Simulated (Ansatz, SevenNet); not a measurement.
For cubic perovskite KTaO₃, the machine-learned potential SevenNet-l3i5 (trained on PBE and PBE+U data) gives:

```
Quantity                           Value
------------------------------  --------
lattice constant a               4.031 Å
elastic constant C11             409 GPa
elastic constant C44            87.1 GPa
Voigt–Reuss–Hill shear modulus   114 GPa
```

Question: What does r²SCAN (PAW; Ansatz, an electronic-structure program) give for the same quantities?

Answer: 
- lattice constant a: 3.990 Å (falls by 1.0 %)
- elastic constant C11: 462 GPa (rises by 13 %)
- elastic constant C44: 108 GPa (grows by 24 %)
- Voigt–Reuss–Hill shear modulus: 135 GPa (rises by 18 %)

For comparison: elastic constant C11 431 GPa (measured, temperature not stated, not corrected to a static lattice; as tabulated in arXiv:2111.11352); elastic constant C44 109 GPa (measured, temperature not stated, no zero-point or thermal correction; as tabulated in arXiv:2111.11352).

Changes are worked out from the printed values.

Unless a cell is named, each level is at its own relaxed cell (SevenNet-l3i5 13.10, r²SCAN 12.71 Å³/atom).

Levels without +SOC leave out spin–orbit coupling, which shifts energies and cells of such heavy elements.

Caveats: the relaxation could not lower the start's symmetry, so the cell can be a saddle point above a distorted one (SevenNet-l3i5, r²SCAN). Ansatz's density-functional and Hartree–Fock values are scalar-relativistic unless marked +SOC, with PAW data made under PBE.
